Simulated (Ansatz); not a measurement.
# SiCF+ (triplet): the correlation ladder, def2-QZVPP

One table from this session's results is given with a row withheld; the runs are named, their logs left out.

The runs use Ansatz 0.2.0, Gaussian basis; def2-QZVPP, core rule «outside noble gas», up to 7 orbitals frozen.

The runs, in order: UHF; ROHF; CCSD(T) on UHF.

2 further runs of the same task are left out: 2 set aside as unsound or not needed. Runs told in other sessions of the task aren't counted.

### What is computed

The geometry is a PBE0/def2-TZVP stationary point (not a proven minimum) of the parent state, kept for this charge and spin.

3 atoms, charge 1, spin multiplicity 3.

Atoms are counted from 1 here; the program's logs count them from 0.

Bond lengths: F1–C2 1.276 Å, C2–Si3 1.687 Å. Angles: F1–C2–Si3 180.0°.

The first run:

Contents of in.yaml:

```yaml
crystal:
  periodic: [false, false, false]
  atoms:
    - {symbol: F, position_ang: [0.000000, 0.000000, -1.413044]}
    - {symbol: C, position_ang: [0.000000, 0.000000, -0.136834]}
    - {symbol: Si, position_ang: [0.000000, 0.000000, 1.549877]}
basis:
  gaussian: {orbitals: "def2-QZVPP.json"}
total_charge: 1
magnetization: {spin_polarized: true, initial_magnetization: 2}
hamiltonian: {xc: hf}
output: {orbitals: {seedname: orbitals}}
```

Run with:

```bash
$ ansatz run in.yaml --threads 1 --pin off --events-out ev --progress --plain --max-ram 2393MiB
```

Steps of the session up to this table: UHF; ROHF; CCSD(T) on UHF.

One table of the session follows, with a row left open; its other results are not shown here.

| method | from UCCSD(T) (kcal/mol) |
| --- | --- |
| ROHF | +315.50 |
| UHF | +311.25 |
| UMP2 | ? |
| UCCSD | +12.62 |
| UCCSD(T) | 0 |

Q: Estimate the row for UMP2 from the others.

As computed: from UCCSD(T) (kcal/mol): +25.33. In the column «from UCCSD(T) (kcal/mol)» it lies between UCCSD (+12.62) and UHF (+311.25).
